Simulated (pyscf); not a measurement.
Optimised with ωB97X-D3(BJ)/def2-SVP in PySCF.

For HO–SiH(OH)–OH + hydrogen (H₂) → HO–SiH₂–OH + water (H₂O), a four-centre exchange (singlet surface; O–Si, H–H broken, H–Si, H–O formed), PBE/def2-TZVP gives ΔE‡ = 47.5 kcal/mol and ΔE = +23.1 kcal/mol (zero: the separated reactants). In which direction and how far do r²SCAN/def2-TZVP, PBE0-D3(BJ)/def2-TZVP, ωB97M-D3(BJ)/def2-TZVP move these?

r²SCAN: ΔE‡ = 52.0 kcal/mol, ΔE = +26.5 kcal/mol; PBE0-D3(BJ): ΔE‡ = 50.4 kcal/mol, ΔE = +23.6 kcal/mol; ωB97M-D3(BJ): ΔE‡ = 53.2 kcal/mol, ΔE = +24.8 kcal/mol. PBE's barrier lies under all of them, by 2.9 to 5.7 kcal/mol. Its reaction energy lies under all of them, by 0.5 to 3.3 kcal/mol. On the product side the descent ends in a complex (not fully relaxed), 4.5 kcal/mol under the separated species and 33.9 kcal/mol under the saddle at ωB97X-D3(BJ)/def2-TZVP. One saddle was located; it need not be the lowest between these sides.
